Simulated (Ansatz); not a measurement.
# BHCl2: vertical ionisation energy

The task here is to estimate one member of a computed series from the others.

The runs use Ansatz 0.2.0, Gaussian basis; unrestricted cation, the program's frozen cores in correlated methods.

Levels to be run: UKS PBE-D4/def2-TZVPP; UKS r2SCAN-D4/def2-TZVPP; UKS PBE0-D4/def2-TZVPP; UKS B3LYP-D4/def2-TZVPP; UKS wB97X-V/def2-TZVPP; UKS wB97M-V/def2-TZVPP; UKS B2PLYP/def2-TZVPP; UHF-CCSD(T)/def2-TZVPP; UHF-CCSD(T)/def2-QZVPP; extrapolation to the limit; then −ε(HOMO) from the neutral's earlier runs with LDA (SPW92), PBE-D4, revPBE-D4, BLYP-D4, r2SCAN-D4, B97M-V, PBE0-D4, B3LYP-D4, r2SCANh-D4, r2SCAN0-D4, HSE06-D4, BHLYP-D4, CAM-B3LYP-D4, LC-ωPBE, ωB97X-V, ωB97M-V.

### The geometry

The geometry comes from an earlier relaxation with PBE0-D4 in a triple-zeta def2 set; it is a stationary point.

SMILES `ClBCl`, 4 atoms, charge 0, spin multiplicity 1.

Atoms are counted from 1 here; the program's logs count them from 0.

Bond lengths: Cl1–B2 1.734 Å, B2–Cl3 1.734 Å, B2–H4 1.187 Å. Angles: Cl1–B2–Cl3 120.7°, Cl1–B2–H4 119.7°, Cl3–B2–H4 119.7°.

The first run:

Input file in.yaml:

```yaml
crystal:
  periodic: [false, false, false]
  atoms:
    - {symbol: Cl, position_ang: [-1.520740, -0.680178, -0.004176]}
    - {symbol: B, position_ang: [0.026401, 0.100158, -0.068738]}
    - {symbol: Cl, position_ang: [1.410714, -0.614525, 0.692605]}
    - {symbol: H, position_ang: [0.139025, 1.134246, -0.639991]}
basis:
  gaussian: {orbitals: def2-TZVPP}
total_charge: 1
magnetization: {spin_polarized: true, initial_magnetization: 1}
hamiltonian: {xc: pbe, dispersion: d4}
```

Command:

```
$ ansatz run in.yaml --threads 2 --pin off --events-out ev --progress --plain --max-ram 32768MiB --backend cpu
```

Steps of the session up to this table: Cation, UKS PBE-D4/def2-TZVPP; Cation, UKS r2SCAN-D4/def2-TZVPP; Cation, UKS PBE0-D4/def2-TZVPP; Cation, UKS B3LYP-D4/def2-TZVPP; Cation, UKS wB97X-V/def2-TZVPP; Cation, UKS wB97M-V/def2-TZVPP; Cation, UKS B2PLYP (frozen core)/def2-TZVPP; Cation, UHF-CCSD(T)/def2-TZVPP; Cation, UHF-CCSD(T)/def2-QZVPP.

One of the session's tables, all rows but one given; the rest of the session is left out.

Orbital estimates, from the neutral's runs:

```
  functional  −ε(HOMO) (eV)
 LDA (SPW92)           7.93
      PBE-D4           7.83
   revPBE-D4           7.79
     BLYP-D4           7.70
   r2SCAN-D4           8.18
      B97M-V           8.27
     PBE0-D4           9.25
    B3LYP-D4           9.00
  r2SCANh-D4           8.70
  r2SCAN0-D4           9.48
    HSE06-D4           8.85
    BHLYP-D4          10.56
CAM-B3LYP-D4              ?
     LC-ωPBE          12.07
     ωB97X-V          11.70
     ωB97M-V          11.51
```

Estimate the missing values for CAM-B3LYP-D4.

As computed: −ε(HOMO) (eV): 10.65. In the column «−ε(HOMO) (eV)» it lies between BHLYP-D4 (10.56) and ωB97M-V (11.51).
